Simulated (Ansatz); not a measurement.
in.yaml

```yaml
crystal:
  periodic: [false, false, false]
  atoms:
    - {symbol: Ga, position_ang: [0.000000, -0.024396, 0.003789]}
    - {symbol: H, position_ang: [0.000000, 0.920905, -1.648973]}
    - {symbol: H, position_ang: [0.000000, 0.766678, 1.386901]}
basis:
  gaussian: {orbitals: aug-cc-pVDZ}
magnetization: {spin_polarized: false, initial_magnetization: 1}
correlation: {method: ccsdt_q, electrons: outside_noble_gas}
```

```sh
$ ansatz run in.yaml --threads 1 --pin off --events-out ev --progress --plain --max-ram 2393MiB
```

Output:

```
956 factors; integrals over basis functions are off by at most 2.6e-7 eV
mean field evaluation 1: about -52362.4403 eV, gradient 6.8e0 eV
mean field evaluation 2: about -52362.4407 eV, gradient 6.8e0 eV
mean field evaluation 4: about -52363.0915 eV, gradient 9.8e-1 eV
mean field evaluation 8: about -52363.1120 eV, gradient 2.5e-3 eV
mean field evaluation 16: about -52357.6320 eV, gradient 8.7e0 eV
mean field evaluation 32: about -52360.9087 eV, gradient 2.4e0 eV
mean field evaluation 64: about -52360.9491 eV, gradient 3.2e-4 eV
mean field evaluation 96: about -52358.8656 eV, gradient 1.3e-2 eV
mean field -52363.11200252 eV, -1924.3088731004 hartree, gradient 1.5e-6 eV, S^2 0.750000; 3 other end points of the search recorded, 0 dependent functions left out
determinant -52363.11200252 eV, -1924.3088731004 hartree, with singles and doubles -52365.37632857 eV, -1924.3920855479 hartree
determinant -52360.94914713 eV, -1924.2293896310 hartree, with singles and doubles -52363.56927776 eV, -1924.3256776558 hartree
14 core orbitals not correlated: weight in the atoms' cores, before any rotation towards them, 0.999 or more for the frozen orbitals, at most 0.001 for the correlated occupied ones
reference -52363.11200252 eV, -1924.3088731004 hartree; 3, 2 occupied and 37, 38 virtual orbitals, 956 factors
second order -1.63309780 eV of doubles, -0.02505109 eV of singles
cycle   1  -2.05133645 eV  change   -3.9e-1 eV  update   6.0e-2
cycle   2  -2.28585898 eV  change   -2.3e-1 eV  update   3.0e-2
cycle   3  -2.30812149 eV  change   -2.2e-2 eV  update   1.1e-2
cycle   4  -2.31551772 eV  change   -7.4e-3 eV  update   5.0e-3
cycle   5  -2.31455346 eV  change    9.6e-4 eV  update   2.2e-3
cycle   6  -2.31428496 eV  change    2.7e-4 eV  update   1.1e-3
cycle   7  -2.31491017 eV  change   -6.3e-4 eV  update   5.3e-4
cycle   8  -2.31497243 eV  change   -6.2e-5 eV  update   2.4e-4
cycle   9  -2.31484286 eV  change    1.3e-4 eV  update   1.1e-4
cycle  10  -2.31485902 eV  change   -1.6e-5 eV  update   4.6e-5
cycle  11  -2.31487215 eV  change   -1.3e-5 eV  update   1.9e-5
cycle  12  -2.31487321 eV  change   -1.1e-6 eV  update   6.9e-6
cycle  13  -2.31487020 eV  change    3.0e-6 eV  update   3.3e-6
cycle  14  -2.31486736 eV  change    2.8e-6 eV  update   1.4e-6
cycle  15  -2.31486710 eV  change    2.6e-7 eV  update   6.1e-7
perturbative correction -0.00075565 eV, -0.0000277696 hartree
Total energy: -52365.42762527 eV, -1924.3939706669 hartree
```

For the same geometry and basis full CI lies 0.5 meV higher.

Ran on 1 thread of AMD EPYC 9R45, shared host: 6 s wall, 0.22 GiB peak host memory.
